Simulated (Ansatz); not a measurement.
Mulliken charges of `C1NCN1` from PBE/def2-TZVPP in Ansatz (PBE0-D4/def2-TZVP geometry).

```tsv
atom	x (Å)	y (Å)	z (Å)	charge (e)
C1	-0.407	0.733	-0.573	-0.033
N2	-0.033	0.675	0.846	-0.229
C3	0.241	-0.755	0.655	-0.033
N4	-0.568	-0.727	-0.570	-0.229
H5	0.399	1.094	-1.236	0.063
H6	-1.322	1.296	-0.784	0.069
H7	0.772	1.232	1.097	0.130
H8	-0.146	-1.406	1.446	0.069
H9	1.306	-0.990	0.485	0.063
H10	-0.158	-1.202	-1.362	0.130
```

Task: By hand: the dipole of these point charges (1 e Å = 4.8032 D).

Result: Σ q r = (0.229, 0.015, -0.102) e Å, of length 0.251 e Å = 1.21 D.

Task: How does the dipole of the full density compare? (Estimate.)

Result: The calculation gave: (0.455, 0.031, -0.202) e Å, 2.40 D; the point charges give 0.50 times that, at 0° from its direction.

Point charges leave out the atoms' own dipoles, such as those of lone pairs, and Mulliken's split depends on the basis, so the two needn't agree.
